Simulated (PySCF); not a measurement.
Gas-phase reaction: B2H6 + 4 Cl2 ⇌ 2 BCl + 6 HCl

Computed with PySCF (xtb for GFN2) and rigid-rotor harmonic-oscillator thermochemistry at 1 bar. † marks an energy on the PBE0/def2-TZVP geometry and frequencies; other levels use their own. CCSD(T) freezes the core. 6-31G* has spherical d functions here. All species are closed-shell singlets. B3LYP is the form with VWN-RPA correlation. CCSD(T) isn't extrapolated to the basis-set limit; its ΔH°(298 K) is -362.8 kJ in def2-SVP and -285.6 kJ in def2-TZVPP. The harmonic model lacks anharmonicity and excited electronic states, which grow with temperature; levels with a mode under 35 cm⁻¹ are left out.

```json
[
 {"level": "B3LYP/def2-TZVP†", "ΔE electronic, kJ": "-145", "ΔH°(298 K), kJ": "-185", "ΔS°(298 K), J/K": "424", "ΔG°(600 K), kJ": "-443"},
 {"level": "BLYP/def2-TZVP†", "ΔE electronic, kJ": "-139", "ΔH°(298 K), kJ": "-179", "ΔS°(298 K), J/K": "424", "ΔG°(600 K), kJ": "-437"},
 {"level": "CCSD(T)/def2-TZVPP†", "ΔE electronic, kJ": "-246", "ΔH°(298 K), kJ": "-286", "ΔS°(298 K), J/K": "424", "ΔG°(600 K), kJ": "-543"},
 {"level": "GFN2-xTB", "ΔE electronic, kJ": "256", "ΔH°(298 K), kJ": "214", "ΔS°(298 K), J/K": "415", "ΔG°(600 K), kJ": "-38"},
 {"level": "HF/6-31G*", "ΔE electronic, kJ": "-299", "ΔH°(298 K), kJ": "-342", "ΔS°(298 K), J/K": "425", "ΔG°(600 K), kJ": "-602"},
 {"level": "HF/def2-TZVP†", "ΔE electronic, kJ": "-313", "ΔH°(298 K), kJ": "-353", "ΔS°(298 K), J/K": "424", "ΔG°(600 K), kJ": "-611"},
 {"level": "PBE/def2-TZVP†", "ΔE electronic, kJ": "-82", "ΔH°(298 K), kJ": "-122", "ΔS°(298 K), J/K": "424", "ΔG°(600 K), kJ": "-380"},
 {"level": "PBE0/def2-TZVP", "ΔE electronic, kJ": "-109", "ΔH°(298 K), kJ": "-149", "ΔS°(298 K), J/K": "424", "ΔG°(600 K), kJ": "-407"},
 {"level": "LDA/def2-TZVP†", "ΔE electronic, kJ": "8", "ΔH°(298 K), kJ": "-32", "ΔS°(298 K), J/K": "424", "ΔG°(600 K), kJ": "-290"}
]
```
ΔH° is lowest at HF/def2-TZVP† and highest at GFN2-xTB. No reference value is set beside these.
